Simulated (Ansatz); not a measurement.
# NH₂O+ (triplet): the correlation ladder, cc-pVDZ

An exercise on one series of results from a longer session: the logs are not shown, and one member is left open.

The runs use Ansatz 0.2.0, Gaussian basis; cc-pVDZ, core rule «outside noble gas», up to 2 orbitals frozen.

To be run: UHF; CCSD(T) on ROHF; CCSD(T) on UHF; BCCD(T) on ROHF; CISD; CCSDT(Q) on ROHF; CCSDT(Q) on UHF; CASSCF and MRCISD+Q, 12 electrons in 10 orbitals; CASSCF and NEVPT2, 12 electrons in 10 orbitals.

18 further runs of the same task are left out: 9 that didn't finish, 9 set aside as unsound or not needed.

## The geometry

The geometry is a PBE0/def2-TZVP stationary point (not a proven minimum) of the parent state, kept for this charge and spin.

4 atoms, charge 1, spin multiplicity 3.

Atoms are counted from 1 here; the program's logs count them from 0.

Bond lengths: N1–O2 1.262 Å, N1–H3 1.014 Å, N1–H4 1.014 Å. Angles: O2–N1–H3 120.2°, O2–N1–H4 120.2°, H3–N1–H4 119.6°.

The first run:

Input file in.yaml:

```yaml
crystal:
  periodic: [false, false, false]
  atoms:
    - {symbol: N, position_ang: [0.000000, 0.000000, 0.598418]}
    - {symbol: O, position_ang: [0.000000, 0.000000, -0.663532]}
    - {symbol: H, position_ang: [0.000000, 0.876220, 1.108323]}
    - {symbol: H, position_ang: [0.000000, -0.876220, 1.108323]}
basis:
  gaussian: {orbitals: cc-pVDZ}
total_charge: 1
magnetization: {spin_polarized: true, initial_magnetization: 2}
hamiltonian: {xc: hf}
output: {orbitals: {seedname: orbitals}}
```

Launch:

```sh
$ ansatz run in.yaml --threads 1 --pin off --events-out ev --progress --plain --max-ram 2393MiB
```

Among the steps run: UHF; CCSD(T) on ROHF; CCSD(T) on UHF; BCCD(T) on ROHF; CISD; CCSDT(Q) on ROHF; CCSDT(Q) on UHF; CASSCF and MRCISD+Q, 12 electrons in 10 orbitals; CASSCF and NEVPT2, 12 electrons in 10 orbitals.

One table of the session follows, with a row left open; its other results are not shown here.

```
          method  from UCCSDT(Q) (kJ/mol)
            ROHF                   +889.4
             UHF                        ?
            RMP2                    +89.5
            UMP2                    +94.5
            CISD                    +81.7
           RCCSD                    +25.1
           UCCSD                    +24.1
        RCCSD(T)                     +4.0
        UCCSD(T)                     +3.8
         BCCD(T)                     +3.9
          RCCSDT                     +2.3
          UCCSDT                     +2.1
       RCCSDT(Q)                     +0.2
       UCCSDT(Q)                        0
  CASSCF valence                   +608.8
  NEVPT2 valence                   +100.0
  MRCISD valence                    +36.4
MRCISD+Q valence                     +4.1
```

Estimate the missing values for UHF.

As computed: from UCCSDT(Q) (kJ/mol): +858.1. In the column «from UCCSDT(Q) (kJ/mol)» it lies between CASSCF valence (+608.8) and ROHF (+889.4).

Caveats from the session: Restricted and unrestricted rows rest on different reference determinants; where their highest levels disagree by more than a few hundredths of an eV, they describe different states and don't form one ladder.
